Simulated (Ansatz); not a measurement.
This geometry of AlH$_{6}$NS (9 atoms, charge 0, multiplicity 1) is a first-order saddle point.

These are results of Ansatz, RKS CAM-B3LYP/def2-SVP, not measurements.

```xyz
9
Properties=species:S:1:pos:R:3
Al 0.002 0.210 0.188
N -0.030 0.041 2.053
H -0.823 -0.401 2.516
H 0.814 -0.218 2.562
H 1.444 0.126 -0.456
H -1.339 -0.218 -0.537
S -0.311 2.673 0.757
H -1.660 2.631 0.737
H -0.209 1.672 1.826
```

**Question.** Which two structures does it join? (They come from a converged band through this point; their orientation in space is the band's.)

**Answer.** Bonds broken: S7–H9. Bonds formed: N2–H9.

Image 0:

```xyz
9
Properties=species:S:1:pos:R:3
Al 0.002 0.020 0.327
N -0.052 -0.457 2.047
H -0.871 -0.805 2.533
H 0.762 -0.542 2.647
H 1.441 0.215 -0.311
H -1.312 -0.229 -0.530
S -0.485 2.712 0.398
H -1.713 2.657 0.953
H 0.116 2.946 1.582
```

Image 6:

```xyz
9
Properties=species:S:1:pos:R:3
Al -0.119 0.560 0.125
N 0.054 0.184 2.157
H -0.736 -0.337 2.544
H 0.912 -0.314 2.401
H 1.346 0.169 -0.352
H -1.382 -0.334 -0.247
S -0.459 2.774 0.191
H -1.806 2.713 0.217
H 0.078 1.102 2.610
```

**Question.** How far does it lie above each of them?

**Answer.** 0.095 eV above the first and 1.270 eV above the second. This is the barrier of this one path; another mechanism may lie lower. The orbitals stay closed-shell, which can raise the energy where a bond breaks towards radicals; this wasn't checked here.

Time of the run: 120 s on 2 threads of Arm Neoverse V1 (shared host), peak memory 0.17 GiB.
